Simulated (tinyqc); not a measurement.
Worked calculation (part 2 of 2): coupled-perturbed Hartree-Fock on RHF in the sto-3g basis, for H3O+, spin multiplicity 1. Computed by tinyqc, a small Python program that keeps every step (integrals from PySCF). Command: `OMP_NUM_THREADS=1 python tinyqc.py 28116 28117 out.jsonl` (the two numbers bound the seeds that draw the settings). One thread of a shared host (Intel(R) Xeon(R) Processor @ 2.60GHz), about 0.2 s of CPU time with the checks.

Geometry (angstrom):
```
atom,x,y,z
O,0.000000,0.000000,0.218000
H,1.025000,0.000000,0.000000
H,-0.512000,0.887000,0.000000
H,-0.512000,-0.887000,0.000000
```

## Integrals over molecular orbitals

coefficients C:
```
,MO1,MO2,MO3,MO4,MO5,MO6,MO7,MO8
1O 1s,0.994140,-0.240573,0.000000,-0.000081,-0.042113,-0.156194,-0.000346,0.000000
1O 2s,0.026333,0.883049,0.000000,0.000443,0.207934,0.970052,0.002434,0.000000
1O 2px,-0.000005,-0.000181,0.000000,0.699099,-0.000215,0.001527,-0.895221,0.000000
1O 2py,0.000000,0.000000,0.699012,0.000000,0.000000,0.000000,0.000000,0.895615
1O 2pz,-0.001740,-0.071408,0.000000,0.000204,0.971353,-0.269670,-0.000656,0.000000
2H 1s,-0.004552,0.099678,0.000000,0.409422,-0.072005,-0.638570,0.931128,0.000000
3H 1s,-0.004560,0.099858,0.354539,-0.204644,-0.071894,-0.636332,-0.467554,-0.807862
4H 1s,-0.004560,0.099858,-0.354539,-0.204644,-0.071894,-0.636332,-0.467554,0.807862
```

core Hamiltonian H = T + V (hartree):
```
,1O 1s,1O 2s,1O 2px,1O 2py,1O 2pz,2H 1s,3H 1s,4H 1s
1O 1s,-33.130970,-7.709866,0.000017,0.000000,0.008096,-1.427308,-1.430091,-1.430091
1O 2s,-7.709866,-9.748300,0.000179,0.000000,0.097849,-3.353009,-3.357664,-3.357664
1O 2px,0.000017,0.000179,-7.997986,0.000000,-0.000051,-2.365834,1.183968,1.183968
1O 2py,0.000000,0.000000,0.000000,-7.998193,0.000000,0.000000,-2.051082,2.051082
1O 2pz,0.008096,0.097849,-0.000051,0.000000,-7.865740,0.528844,0.529799,0.529799
2H 1s,-1.427308,-3.353009,-2.365834,0.000000,0.528844,-4.999263,-1.118772,-1.118772
3H 1s,-1.430091,-3.357664,1.183968,-2.051082,0.529799,-1.118772,-5.002100,-1.120010
4H 1s,-1.430091,-3.357664,1.183968,2.051082,0.529799,-1.118772,-1.120010,-5.002100
```

Given earlier and not repeated: Two-electron integrals (ij|kl) in chemists' order.

(pq|rs) = sum C_ip C_jq C_kr C_ls (ij|kl), one index at a time.

one-electron integrals over orbitals h = C^T H C (hartree):
```
,1,2,3,4,5,6,7,8
1,-33.113470,0.569785,0.000000,0.000194,0.092498,0.351857,0.000775,0.000000
2,0.569785,-8.103042,0.000000,-0.000063,-0.134546,-1.404131,-0.003340,0.000000
3,0.000000,0.000000,-6.917248,0.000000,0.000000,0.000000,0.000000,-1.769472
4,0.000194,-0.000063,0.000000,-6.916652,-0.000316,-0.004017,1.769725,0.000000
5,0.092498,-0.134546,0.000000,-0.000316,-7.787025,0.452763,0.000444,0.000000
6,0.351857,-1.404131,0.000000,-0.004017,0.452763,-4.945573,0.000708,0.000000
7,0.000775,-0.003340,0.000000,1.769725,0.000444,0.000708,-5.546082,0.000000
8,0.000000,0.000000,-1.769472,0.000000,0.000000,0.000000,0.000000,-5.546680
```

Two-electron integrals over orbitals (pq|rs), unique and non-zero (hartree):
```
p,q,r,s,(pq|rs)
1,1,1,1,4.744638
2,1,1,1,-0.430005
2,1,2,1,0.061630
2,2,1,1,1.025031
2,2,2,1,-0.015579
2,2,2,2,0.722544
3,1,3,1,0.013829
3,2,3,1,0.020919
3,2,3,2,0.136671
3,3,1,1,0.853226
3,3,2,1,-0.006423
3,3,2,2,0.650863
3,3,3,3,0.653487
4,1,1,1,-0.000146
4,1,2,1,0.000017
4,1,2,2,-0.000019
4,1,3,3,-0.002323
4,1,4,1,0.013831
4,2,1,1,0.000045
4,2,2,1,-0.000010
4,2,2,2,-0.000079
4,2,3,3,-0.033950
4,2,4,1,0.020917
4,2,4,2,0.136607
4,3,3,1,-0.002314
4,3,3,2,-0.033937
4,3,4,3,0.041457
4,4,1,1,0.853183
4,4,2,1,-0.006425
4,4,2,2,0.650774
4,4,3,3,0.570466
4,4,4,1,0.002330
4,4,4,2,0.034021
4,4,4,4,0.653441
5,1,1,1,-0.074371
5,1,2,1,0.008756
5,1,2,2,-0.008356
5,1,3,3,-0.002441
5,1,4,1,4.96e-06
5,1,4,2,5.07e-07
5,1,4,4,-0.002441
5,1,5,1,0.026523
5,2,1,1,0.041708
5,2,2,1,-0.004532
5,2,2,2,-0.010122
5,2,3,3,0.003649
5,2,4,1,1.05e-07
5,2,4,2,2.07e-06
5,2,4,4,0.003645
5,2,5,1,0.031293
5,2,5,2,0.145945
5,3,3,1,0.002305
5,3,3,2,0.001662
5,3,4,3,0.004095
5,3,5,3,0.033805
5,4,1,1,0.000072
5,4,2,1,-3.25e-06
5,4,2,2,0.000025
5,4,3,3,0.004119
5,4,4,1,0.002305
5,4,4,2,0.001657
5,4,4,4,-0.004074
5,4,5,1,0.000011
5,4,5,2,0.000042
5,4,5,4,0.033806
5,5,1,1,1.100670
5,5,2,1,-0.012688
5,5,2,2,0.744369
5,5,3,3,0.647771
5,5,4,1,-3.27e-06
5,5,4,2,0.000025
5,5,4,4,0.647733
5,5,5,1,0.008427
5,5,5,2,0.058740
5,5,5,4,0.000059
5,5,5,5,0.872553
6,1,1,1,-0.278543
6,1,2,1,0.040652
6,1,2,2,-0.009157
6,1,3,3,-0.004058
6,1,4,1,0.000040
6,1,4,2,0.000036
6,1,4,4,-0.004050
6,1,5,1,0.000637
6,1,5,2,-0.009175
6,1,5,4,7.01e-07
6,1,5,5,-0.009970
6,1,6,1,0.027877
6,2,1,1,0.322404
6,2,2,1,-0.010034
6,2,2,2,0.138153
6,2,3,3,0.095040
6,2,4,1,0.000023
6,2,4,2,0.000127
6,2,4,4,0.095029
6,2,5,1,-0.009261
6,2,5,2,-0.018132
6,2,5,4,0.000027
6,2,5,5,0.155642
6,2,6,1,-0.004880
6,2,6,2,0.074942
6,3,3,1,0.006291
6,3,3,2,-0.012837
6,3,4,3,0.026584
6,3,5,3,0.005671
6,3,6,3,0.055455
6,4,1,1,0.000822
6,4,2,1,-0.000018
6,4,2,2,0.000404
6,4,3,3,0.026899
6,4,4,1,0.006286
6,4,4,2,-0.012926
6,4,4,4,-0.026313
6,4,5,1,-1.19e-06
6,4,5,2,0.000047
6,4,5,4,0.005700
6,4,5,5,0.000443
6,4,6,1,1.16e-06
6,4,6,2,0.000230
6,4,6,4,0.055660
6,5,1,1,-0.091657
6,5,2,1,-0.000319
6,5,2,2,-0.054223
6,5,3,3,-0.030535
6,5,4,1,0.000008
6,5,4,2,0.000050
6,5,4,4,-0.030490
6,5,5,1,0.016299
6,5,5,2,0.055365
6,5,5,4,0.000055
6,5,5,5,-0.045076
6,5,6,1,-0.003504
6,5,6,2,-0.036121
6,5,6,4,-0.000086
6,5,6,5,0.038003
6,6,1,1,0.635133
6,6,2,1,-0.006880
6,6,2,2,0.507661
6,6,3,3,0.490259
6,6,4,1,0.000040
6,6,4,2,0.000349
6,6,4,4,0.490563
6,6,5,1,-0.010919
6,6,5,2,-0.038199
6,6,5,4,-0.000048
6,6,5,5,0.493737
6,6,6,1,-0.002432
6,6,6,2,0.045232
6,6,6,4,-0.000104
6,6,6,5,-0.027370
6,6,6,6,0.459446
7,1,1,1,-0.000620
7,1,2,1,0.000095
7,1,2,2,-0.000007
7,1,3,3,0.002224
7,1,4,1,-0.015646
7,1,4,2,-0.022419
7,1,4,4,-0.002254
7,1,5,1,0.000005
7,1,5,2,-0.000014
7,1,5,4,-0.002630
7,1,5,5,-0.000020
7,1,6,1,0.000031
7,1,6,2,-0.000041
7,1,6,4,-0.006763
7,1,6,5,-0.000014
7,1,6,6,-0.000055
7,1,7,1,0.017730
7,2,1,1,0.000780
7,2,2,1,-0.000020
7,2,2,2,0.000350
7,2,3,3,-0.010109
7,2,4,1,-0.015050
7,2,4,2,-0.052534
7,2,4,4,0.010520
7,2,5,1,-0.000016
7,2,5,2,-0.000012
7,2,5,4,-0.011641
7,2,5,5,0.000373
7,2,6,1,-0.000042
7,2,6,2,0.000083
7,2,6,4,-0.035894
7,2,6,5,-0.000084
7,2,6,6,0.000084
7,2,7,1,0.016289
7,2,7,2,0.054265
7,3,3,1,-0.002613
7,3,3,2,-0.037399
7,3,4,3,0.005353
7,3,5,3,0.004584
7,3,6,3,0.026851
7,3,7,3,0.033568
7,4,1,1,-0.372079
7,4,2,1,0.007205
7,4,2,2,-0.168802
7,4,3,3,-0.131892
7,4,4,1,0.002636
7,4,4,2,0.037310
7,4,4,4,-0.121319
7,4,5,1,-0.000320
7,4,5,2,-0.024213
7,4,5,4,-0.004595
7,4,5,5,-0.194013
7,4,6,1,0.004880
7,4,6,2,-0.083366
7,4,6,4,-0.027033
7,4,6,5,0.023507
7,4,6,6,-0.038286
7,4,7,1,-0.003069
7,4,7,2,0.000223
7,4,7,4,0.148625
7,5,1,1,-0.000093
7,5,2,1,-1.33e-06
7,5,2,2,-0.000048
7,5,3,3,0.008417
7,5,4,1,-0.003932
7,5,4,2,-0.025002
7,5,4,4,-0.008494
7,5,5,1,0.000037
7,5,5,2,0.000134
7,5,5,4,-0.022337
7,5,5,5,-0.000025
7,5,6,1,-0.000017
7,5,6,2,-0.000073
7,5,6,4,0.011068
7,5,6,5,0.000025
7,5,6,6,-0.000125
7,5,7,1,0.004388
7,5,7,2,0.007463
7,5,7,4,-0.009541
7,5,7,5,0.025452
7,6,1,1,-0.000136
7,6,2,1,2.21e-06
7,6,2,2,0.000010
7,6,3,3,0.043890
7,6,4,1,-0.012303
7,6,4,2,-0.097942
7,6,4,4,-0.044063
7,6,5,1,-0.000018
7,6,5,2,-0.000068
7,6,5,4,0.010739
7,6,5,5,-0.000076
7,6,6,1,-0.000021
7,6,6,2,-0.000056
7,6,6,4,0.053336
7,6,6,5,-0.000077
7,6,6,6,-0.000463
7,6,7,1,0.013533
7,6,7,2,0.005308
7,6,7,4,-0.050307
7,6,7,5,0.021473
7,6,7,6,0.122601
7,7,1,1,0.780397
7,7,2,1,-0.007945
7,7,2,2,0.573811
7,7,3,3,0.513591
7,7,4,1,0.000473
7,7,4,2,0.030187
7,7,4,4,0.587936
7,7,5,1,-0.001665
7,7,5,2,0.002846
7,7,5,4,-0.007715
7,7,5,5,0.573111
7,7,6,1,-0.004902
7,7,6,2,0.068293
7,7,6,4,-0.042412
7,7,6,5,-0.018708
7,7,6,6,0.475193
7,7,7,1,-0.000471
7,7,7,2,0.020296
7,7,7,4,-0.068739
7,7,7,5,-0.009968
7,7,7,6,-0.060675
7,7,7,7,0.570220
8,1,3,1,0.015650
8,1,3,2,0.022428
8,1,4,3,-0.002226
8,1,5,3,0.002631
8,1,6,3,0.006772
8,1,7,3,-0.003058
8,1,8,1,0.017741
8,2,3,1,0.015048
8,2,3,2,0.052491
8,2,4,3,0.010358
8,2,5,3,0.011643
8,2,6,3,0.035905
8,2,7,3,0.000564
8,2,8,1,0.016292
8,2,8,2,0.054268
8,3,1,1,0.372070
8,3,2,1,-0.007209
8,3,2,2,0.168715
8,3,3,3,0.121270
8,3,4,1,0.002626
8,3,4,2,0.037391
8,3,4,4,0.131920
8,3,5,1,0.000321
8,3,5,2,0.024212
8,3,5,4,-0.004550
8,3,5,5,0.193985
8,3,6,1,-0.004870
8,3,6,2,0.083383
8,3,6,4,-0.026609
8,3,6,5,-0.023457
8,3,6,6,0.038647
8,3,7,1,-0.003083
8,3,7,2,0.000670
8,3,7,4,-0.083664
8,3,7,5,-0.009604
8,3,7,6,-0.050512
8,3,7,7,0.103337
8,3,8,3,0.148703
8,4,3,1,0.002633
8,4,3,2,0.037403
8,4,4,3,-0.005304
8,4,5,3,-0.004564
8,4,6,3,-0.026735
8,4,7,3,-0.031670
8,4,8,1,0.003080
8,4,8,2,-0.000472
8,4,8,4,0.033472
8,5,3,1,0.003932
8,5,3,2,0.025005
8,5,4,3,-0.008430
8,5,5,3,0.022342
8,5,6,3,-0.011025
8,5,7,3,-0.009594
8,5,8,1,0.004390
8,5,8,2,0.007461
8,5,8,4,0.009582
8,5,8,5,0.025451
8,6,3,1,0.012303
8,6,3,2,0.097875
8,6,4,3,-0.043774
8,6,5,3,-0.010695
8,6,6,3,-0.052992
8,6,7,3,-0.050481
8,6,8,1,0.013537
8,6,8,2,0.005350
8,6,8,4,0.050391
8,6,8,5,0.021419
8,6,8,6,0.122133
8,7,3,1,0.000553
8,7,3,2,0.030784
8,7,4,3,-0.037408
8,7,5,3,-0.007768
8,7,6,3,-0.042820
8,7,7,3,-0.017692
8,7,8,1,0.000545
8,7,8,2,-0.020098
8,7,8,4,0.017604
8,7,8,5,0.010066
8,7,8,6,0.061105
8,7,8,7,0.048753
8,8,1,1,0.780619
8,8,2,1,-0.007949
8,8,2,2,0.573960
8,8,3,3,0.588193
8,8,4,1,-0.000529
8,8,4,2,-0.030565
8,8,4,4,0.513468
8,8,5,1,-0.001665
8,8,5,2,0.002858
8,8,5,4,0.007775
8,8,5,5,0.573223
8,8,6,1,-0.004907
8,8,6,2,0.068367
8,8,6,4,0.042993
8,8,6,5,-0.018774
8,8,6,6,0.474771
8,8,7,1,0.000505
8,8,7,2,-0.019939
8,8,7,4,-0.103518
8,8,7,5,0.010017
8,8,7,6,0.061012
8,8,7,7,0.473854
8,8,8,3,0.068532
8,8,8,8,0.570770
```

## Response to a field: uncoupled start

orbital energies (hartree): MO1 -20.820424, MO2 -1.719277, MO3 -1.044870, MO4 -1.044599, MO5 -0.873465, MO6 0.037197, MO7 0.231968, MO8 0.232611

dipole integrals <a|z|i> (bohr):
```
,i1,i2,i3,i4,i5
a6,-0.016214,0.028488,0.000000,0.000419,0.021363
a7,-0.000037,0.000138,0.000000,-0.222520,0.000060
a8,0.000000,0.000000,0.222578,0.000000,0.000000
```

Field along z; U_ai = -mu_ai / (e_a - e_i), alpha = -4 sum U_ai mu_ai.

uncoupled U:
```
,i1,i2,i3,i4,i5
a6,0.000777,-0.016219,0.000000,-0.000387,-0.023459
a7,0.000002,-0.000071,0.000000,0.174311,-0.000054
a8,0.000000,0.000000,-0.174232,0.000000,0.000000
```

uncoupled polarisability = 0.314174 bohr^3

## Coupled step 1

U_ai = -(mu_ai + sum_bj [4 (ai|bj) - (ab|ij) - (aj|bi)] U_bj) / (e_a - e_i); alpha = -4 sum U_ai mu_ai.

U after step 1:
```
,i1,i2,i3,i4,i5
a6,0.000148,0.019861,0.000000,-0.000318,-0.062110
a7,0.000000,-0.000001,0.000000,0.156215,-0.000094
a8,0.000000,0.000000,-0.156150,0.000000,0.000000
```

polarisability = 0.281120 bohr^3

## Coupled step 2

As before.

U after step 2:
```
,i1,i2,i3,i4,i5
a6,0.000212,0.020011,0.000000,-0.000337,-0.072580
a7,0.000001,-0.000004,0.000000,0.165814,-0.000102
a8,0.000000,0.000000,-0.165740,0.000000,0.000000
```

polarisability = 0.299084 bohr^3

## Coupled polarisability

Repeat until U stops changing; compare with -d2E/dF2.

Course of the coupled iterations:
```
step,alpha (bohr^3)
0,0.314174
1,0.281120
2,0.299084
3,0.298819
4,0.300160
5,0.300355
6,0.300504
7,0.300550
8,0.300573
9,0.300582
10,0.300586
11,0.300588
12,0.300588
13,0.300589
14,0.300589
15,0.300589
16,0.300589
17,0.300589
18,0.300589
19,0.300589
```

coupled polarisability = 0.300589 bohr^3

finite-field check, fields of +/-0.001 au = 0.300589 bohr^3
